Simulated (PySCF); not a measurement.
# Computed spin Hamiltonian

Species: C2H4S (charge -1 and doublet state).
Z-matrix (Å and degrees, GFN2-xTB geometry), rows numbered from 1:
```
C 
C   1  1.4936
S   2  1.7041  1  120.88
H   1  1.1073  2  113.62  3    89.20
H   1  1.1003  2  111.08  3  -150.70
H   1  1.0910  2  109.69  3   -30.89
H   2  1.0905  1  116.28  3  -151.35
```

Identity: `[S-][CH]C` [radical] (charge -1).

Theory: UKS B3LYP, pcH-1 on C H S, non-relativistic, mean-field spin-orbit, GIAO in PySCF. Whether the extra electron is bound in the gas phase wasn't checked; a finite basis holds it in any case. A GFN2-xTB geometry isn't a minimum of the functional, and hyperfine couplings can be far from their values at a DFT geometry, by a factor of two or more for some ions and for spin on atoms past the first row.

```
g1, g2, g3                      : 2.00185, 2.00959, 2.01347
g_iso                           : 2.00830
Form of g                       : rhombic: the two nearest values differ by 33 % of g3 − g1
⟨S²⟩                            : 0.7539 (exact 0.7500)
HOMO–LUMO gap, α and β orbitals : 3.94, 4.29 eV
Basis functions                 : 125
```

Isotropic coupling and dipolar principal values T1 to T3, in MHz; ρ(0) is the spin density at the nucleus:

```
atom  isotope  a_iso  of which spin–orbit     T1     T2     T3  Mulliken spin population  ρ(0) (bohr⁻³)
  C1      13C  -13.4                  0.0   -2.3   -0.8    3.0                     -0.05        -0.0120
  C2      13C  119.3                  0.4  -58.9  -57.8  116.7                      0.68         0.1058
  S3      33S    4.7                  0.2  -33.2  -28.6   61.8                      0.33         0.0133
  H4       1H   88.6                  0.0   -3.7   -3.1    6.7                      0.06         0.0198
  H5       1H   33.7                  0.0   -4.7   -3.4    8.1                      0.01         0.0075
  H6       1H   10.2                  0.0   -4.0   -3.4    7.3                      0.00         0.0023
  H7       1H  -27.8                  0.1  -26.5   -1.8   28.3                     -0.03        -0.0062
```

Largest spin populations (Mulliken): C2 (+0.68), S3 (+0.33) and H4 (+0.06). The angles at C2 add up to 353.8°, so it is slightly pyramidal.

Axes: g3 points within 8° of the C2–S3 bond.

Under fast tumbling the dipolar parts average out, and these isotropic splittings remain: 3 × 1H (H4/H5/H6, I = 1/2, 4 lines) with 1.57 mT and 1 × 1H (H7, I = 1/2, 2 lines) with 0.99 mT.

Nuclei that the bonding pattern makes equivalent are averaged, as if the motion that swaps them (rotation, inversion, ring flip) were fast. The three 1H nuclei of mean +44.1 MHz run from 10.2 to 88.6 MHz in the frozen geometry.

The 13C coupling of C2 (119.3 MHz) shows only in satellite lines or after enrichment, since that isotope makes up about 1.07 % of natural carbon.
